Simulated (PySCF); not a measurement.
# What builds the first ionisation energy along the alkaline earths

All values are computed (PySCF 2.14, energy differences of UHF-based or UKS calculations, no spin-orbit coupling). Each column adds one step, in eV (sums use unrounded values): valence MP2, valence CCSD, valence triples, then the next inner shell at CCSD(T) (Be 1s, Mg 2s 2p, Sr 4s 4p, Ba 5s 5p). References (NIST) marked * lie between the lowest fine-structure levels; the others compare directly ((s) semi-empirical, (t) theoretical).

```tsv
element	UHF	+ MP2	+ CCSD	+ (T)	+ inner shell	sum	reference
Be [He] 2s2 → [He] 2s1 (def2-TZVPPD, non-relativistic)	8.042	0.713	0.517	0.000	0.002	9.274	9.323
Mg [Ne] 3s2 → [Ne] 3s1 (def2-TZVPPD, non-relativistic)	6.611	0.594	0.302	0.000	0.060	7.567	7.646
Sr [Kr] 5s2 → [Kr] 5s1 (def2-TZVPPD with the def2 core potential (28 electrons), ECP)	4.744	0.473	0.226	0.000	0.167	5.610	5.695
Ba [Xe] 6s2 → [Xe] 6s1 (def2-TZVPPD with the def2 core potential (46 electrons), ECP)	4.262	0.397	0.201	0.000	0.137	4.998	5.212
```

What remains against the references is mostly basis incompleteness.

These are valence bases, so the inner-shell step is incomplete.
